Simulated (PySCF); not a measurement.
Isomers of C3H8N2 and their computed core-level spectra.

Method used: delta-SCF UKS SCAN, pcX-2 on the ionised atom, pcseg-1 elsewhere, spin-free X2C in PySCF 2.14.0. Geometries: GFN2-xTB; isolated species, one conformer each.

Line lists (1s up to Mg, 2p3/2 beyond; areas count atoms within a level, one atom standing for each set equivalent by bonding):
1. C 1s: 290.42 (area 1), 290.82 (area 1), 290.84 (area 1) eV; N 1s: 404.91 (area 1), 405.71 (area 1) eV
2. C 1s: 290.56 (area 1), 291.25 (area 2) eV; N 1s: 405.35 eV
3. C 1s: 290.72 (area 2), 291.35 (area 1) eV; N 1s: 405.51 (area 1), 405.56 (area 1) eV

Structures:
A. `CC(C)=NN`
B. `C1CC1NN`
C. `C1CNNC1`

**Question.** Which list belongs to which compound?

**Answer.** 
- 1 = A: no other candidate has these counts of sites. C 1s: 290.42 methyl carbon, 290.82 methyl carbon, 290.84 C=N carbon; N 1s: 404.91 C=N nitrogen, 405.71 nitrogen bonded to N and 2 H.
- 2 = C: no other candidate has these counts of sites. C 1s: 290.56 ring CH2 carbon, 291.25 sp3 carbon bound to nitrogen (×2); N 1s: 405.35 hydrazine nitrogen (×2).
- 3 = B: no other candidate has these counts of sites. C 1s: 290.72 three-membered-ring carbon (×2), 291.35 sp3 carbon bound to nitrogen; N 1s: 405.51 hydrazine nitrogen, 405.56 hydrazine nitrogen.
